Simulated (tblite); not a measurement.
Isomers of C4H3S (doublet state). Method: GFN2-xTB as coded in tblite; computed harmonic values from a numerical Hessian at the method's own geometry, unscaled. This tight-binding method is rough: wavenumbers can miss measured ones by several per cent, in bad cases by 10 to 20. One conformer each. Open shells enter through the occupations alone, without spin polarisation, and single modes of such species can be off by tens of per cent.

Electronic energies: GFN2-xTB at the same geometries; isomer energies are rough at this level and their order can be wrong.

| SMILES | electronic energy, lowest = 0 (kcal/mol) |
| --- | --- |
| CC#C[C]=S | 6.7 |
| [CH2]C#CC=S | 9.8 |
| C=[C]C=C=S | 21.4 |
| [H]/[C]=C\C=C=S | 38.4 |
| C=C[C]=C=S | 0.0 |

**Question.** How do GFN2-xTB zero-point energies change the relative energies?

**Answer.** 
| SMILES | ZPE (kcal/mol) | of it from modes above 1550 cm⁻¹ | electronic (kcal/mol) | with ZPE, lowest = 0 (kcal/mol) | lowest mode (cm⁻¹) | rings |
| --- | --- | --- | --- | --- | --- | --- |
| C=C[C]=C=S | 31.6 | 18.5 | 0.0 | 0.0 | 112 | 0 |
| CC#C[C]=S | 31.3 | 18.2 | 6.7 | 6.3 | 108 | 0 |
| [CH2]C#CC=S | 30.6 | 18.4 | 9.8 | 8.8 | 107 | 0 |
| C=[C]C=C=S | 30.1 | 18.0 | 21.4 | 19.8 | 48 | 0 |
| [H]/[C]=C\C=C=S | 30.2 | 18.4 | 38.4 | 37.0 | 94 | 0 |

The zero-point energies span 1.5 kcal/mol, from `C=[C]C=C=S` to `C=C[C]=C=S`. The order is unchanged.

**Question.** What do entropy and thermal enthalpy add at 298.15 K and 1 bar (rigid rotor, harmonic oscillator, one conformer each)?

**Answer.** 
| SMILES | point group | symmetry number | S (cal/(mol K)) | H − H(0) (kcal/mol) | ZPE + H − H(0) − TS (kcal/mol) |
| --- | --- | --- | --- | --- | --- |
| C=C[C]=C=S | Cs | 1 | 77.1 | 4.23 | 12.9 |
| [CH2]C#CC=S | Cs | 1 | 77.8 | 4.31 | 11.8 |
| C=[C]C=C=S | Cs | 1 | 82.6 | 4.64 | 10.1 |
| [H]/[C]=C\C=C=S | Cs | 1 | 78.2 | 4.34 | 11.3 |

S holds R ln(2S + 1) for the spin.

Not tabulated: `CC#C[C]=S` (symmetry number not checked).
